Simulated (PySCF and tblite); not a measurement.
Values are calculated unless marked as measured or tabulated.
System: C₄H₆S, numbered as in [CH2:1]=[CH:2][C:3]([CH3:4])=[S:5].

The path came from a restrained scan, a climbing-image band and a saddle search at GFN2-xTB; energies are PBE0/pcSseg-1 + D3(BJ), IEF-PCM dichloromethane//PBE0-D3(BJ)/def2-SVP, thermal terms GFN2-xTB. Rate constants are transition-state-theory values, counting equivalent paths, without tunnelling. (PySCF 2.14 with density fitting, tblite 0.8.)

Task: What barrier does the rotation about the C2–C3 bond (torsion C1–C2–C3–C4 from 0° to 180°, rising) meet, and how fast is it at 298 K?

Result: The electronic barrier is 6.7 kcal/mol and ΔG‡(298 K) 6.3 kcal/mol, over a C1 saddle with an imaginary mode of 125i cm⁻¹ (GFN2-xTB). With 2 equivalent paths, k is 2.9×10⁸ s⁻¹, a mean lifetime of the start of 3.4 ns against this motion. The end lies 1.1 kcal/mol above the start in free energy.
